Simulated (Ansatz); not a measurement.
Geometry optimisation, Ansatz 0.2.0, RKS PBE0/STO-3G.

Input file:

```yaml
crystal:
  periodic: [false, false, false]
  atoms:
    - { symbol: C, position_ang: [-0.7321, -1.271, -0.5113] }
    - { symbol: C, position_ang: [-0.007, -0.5559, 0.5981] }
    - { symbol: C, position_ang: [0.3034, 0.9103, 0.3255] }
    - { symbol: F, position_ang: [-0.736, 1.6272, 0.1629] }
    - { symbol: F, position_ang: [0.9301, 1.4135, 1.4339] }
    - { symbol: S, position_ang: [1.4257, 1.2029, -1.0731] }
    - { symbol: H, position_ang: [-1.6668, -0.6676, -0.7539] }
    - { symbol: H, position_ang: [-1.0326, -2.2208, -0.2286] }
    - { symbol: H, position_ang: [-0.1794, -1.2956, -1.3932] }
    - { symbol: H, position_ang: [0.9113, -1.1201, 0.8394] }
    - { symbol: H, position_ang: [-0.6222, -0.602, 1.5315] }
    - { symbol: H, position_ang: [1.4826, 2.5238, -0.8972] }
basis:
  gaussian: { orbitals: STO-3G }
hamiltonian:
  xc: pbe0
relax:
  f_tol: 0.02
  max_steps: 40
scf:
  lower_state_search: "off"
```

Run as:

```bash
$ ansatz run input.yaml --threads 1 --pin off --max-ram 2048MiB --backend cpu --events-out ev --progress --plain --runs-dir out
```

Where does it end, and by what steps?

The forces met the threshold. Limits of this set-up: minimal basis. After 9 steps the energy has fallen by 0.945 eV; F5 moved furthest, 0.15 Å.

```json
{"step": "0", "energy less start (eV)": "0.0000", "largest force component (eV/Å)": "7.110", "accepted": "yes"}
{"step": "1", "energy less start (eV)": "-0.8727", "largest force component (eV/Å)": "1.580", "accepted": "yes"}
{"step": "2", "energy less start (eV)": "-0.9283", "largest force component (eV/Å)": "0.417", "accepted": "yes"}
{"step": "3", "energy less start (eV)": "-0.9421", "largest force component (eV/Å)": "0.262", "accepted": "yes"}
{"step": "4", "energy less start (eV)": "-0.9434", "largest force component (eV/Å)": "0.177", "accepted": "yes"}
{"step": "5", "energy less start (eV)": "-0.9444", "largest force component (eV/Å)": "0.021", "accepted": "yes"}
{"step": "6", "energy less start (eV)": "-0.9447", "largest force component (eV/Å)": "0.027", "accepted": "yes"}
{"step": "7", "energy less start (eV)": "-0.9450", "largest force component (eV/Å)": "0.046", "accepted": "yes"}
{"step": "8", "energy less start (eV)": "-0.8783", "largest force component (eV/Å)": "1.587", "accepted": "no"}
{"step": "9", "energy less start (eV)": "-0.9450", "largest force component (eV/Å)": "0.007", "accepted": "yes"}
```

```xyz
12
Properties=species:S:1:pos:R:3
C -0.776 -1.220 -0.525
C 0.010 -0.582 0.638
C 0.327 0.945 0.379
F -0.856 1.643 0.118
F 0.873 1.513 1.535
S 1.508 1.091 -1.045
H -1.717 -0.679 -0.690
H -1.010 -2.267 -0.297
H -0.190 -1.186 -1.453
H 0.962 -1.111 0.798
H -0.572 -0.648 1.570
H 1.519 2.446 -0.993
```

Whether the end is a true minimum wasn't checked by a vibrational analysis.

Time of the run: 30 s on 1 thread of Intel(R) Xeon(R) Platinum 8259CL CPU @ 2.50GHz (Skylake/Cascade Lake), with other jobs on the host, peak memory 0.14 GiB.
